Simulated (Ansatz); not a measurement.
Mulliken charges of `[AlH2][O][SiH3]` from r2SCAN/def2-TZVPP in Ansatz (PBE0-D4/def2-TZVP geometry).

| atom | x (Å) | y (Å) | z (Å) | charge (e) |
| --- | --- | --- | --- | --- |
| Al1 | -0.998 | 1.071 | -1.154 | 0.540 |
| O2 | -0.093 | 0.088 | -0.132 | -0.374 |
| Si3 | 0.785 | -0.836 | 0.872 | 0.401 |
| H4 | -2.436 | 0.575 | -1.576 | -0.154 |
| H5 | -0.356 | 2.432 | -1.632 | -0.154 |
| H6 | 1.630 | -1.775 | 0.087 | -0.087 |
| H7 | -0.108 | -1.624 | 1.763 | -0.086 |
| H8 | 1.668 | 0.012 | 1.717 | -0.086 |

Task: By hand: the dipole of these point charges (1 e Å = 4.8032 D).

Result: Σ q r = (-0.035, 0.040, -0.037) e Å, of length 0.065 e Å = 0.31 D.

Task: How does the dipole of the full density compare? (Best estimate.)

Result: Computed: (-0.045, 0.050, -0.051) e Å, 0.41 D; the point charges give 0.76 times that, at 2° from its direction.

Point charges leave out the atoms' own dipoles, such as those of lone pairs, and Mulliken's split depends on the basis, so the two needn't agree.
